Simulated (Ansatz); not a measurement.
Relative stability

Two relaxed structures of CH₅Si₂ (charge +1), closed shell (PBE0-D4/def2-TZVP; forces vanish, vibrations not checked).

A:

C1  (0.275, 0.514, 0.241)
Si2  (-1.089, 0.771, -0.808)
Si3  (0.827, -1.099, 0.586)
H4  (-1.773, -0.391, -1.401)
H5  (-1.598, 2.113, -1.133)
H6  (0.785, 1.367, 0.683)
H7  (1.975, -1.374, 1.466)
H8  (0.128, -2.247, -0.018)
(Å)

B:

C1  (-1.080, 0.830, -0.797)
Si2  (0.289, 0.865, 0.268)
Si3  (0.871, -1.270, 0.612)
H4  (-1.481, -0.112, -1.159)
H5  (-1.601, 1.714, -1.155)
H6  (0.961, 2.035, 0.852)
H7  (1.980, -1.763, 1.452)
H8  (0.062, -2.298, -0.074)
(Å)

Program: Ansatz 0.2.0. Basis: def2-TZVPP. Cores are frozen in the correlated methods. B3LYP uses VWN-RPA correlation.

Q: Which structure is lower at CCSD(T), and by how much? (To be estimated.)

A: By the calculation: A, by 0.996 eV (electronic energy, against the other). By their contacts, A is CH₅Si₂ ([SiH2][CH][SiH2]), total charge +1 and B is CH₅Si₂ ([CH2][SiH][SiH2]), total charge +1.

All methods give the same order:

```json
{"method": "PBE-D4", "E(B) − E(A) (eV)": "0.833"}
{"method": "r2SCAN-D4", "E(B) − E(A) (eV)": "0.965"}
{"method": "PBE0-D4", "E(B) − E(A) (eV)": "1.007"}
{"method": "B3LYP-D4", "E(B) − E(A) (eV)": "1.020"}
{"method": "wB97M-V", "E(B) − E(A) (eV)": "1.234"}
{"method": "HF", "E(B) − E(A) (eV)": "1.400"}
{"method": "MP2", "E(B) − E(A) (eV)": "1.211"}
{"method": "CCSD", "E(B) − E(A) (eV)": "1.108"}
{"method": "CCSD(T)", "E(B) − E(A) (eV)": "0.996"}
```

T1 diagnostic: at most 0.020. The restricted Hartree–Fock reference is unstable towards an unrestricted one at one or more of these structures.

Labels in which every atom is bracketed show which atoms are joined, not bond orders.

For scale, one of the runs: CCSD(T)/def2-TZVPP, 185 basis functions, launched by `ansatz run in.yaml --threads 2 --pin off --events-out ev --progress --plain --max-ram 4352MiB`. The run took 28 s on 2 CPU threads of an Arm Neoverse V1 (shared host), with 1.6 GiB of host memory at its peak.
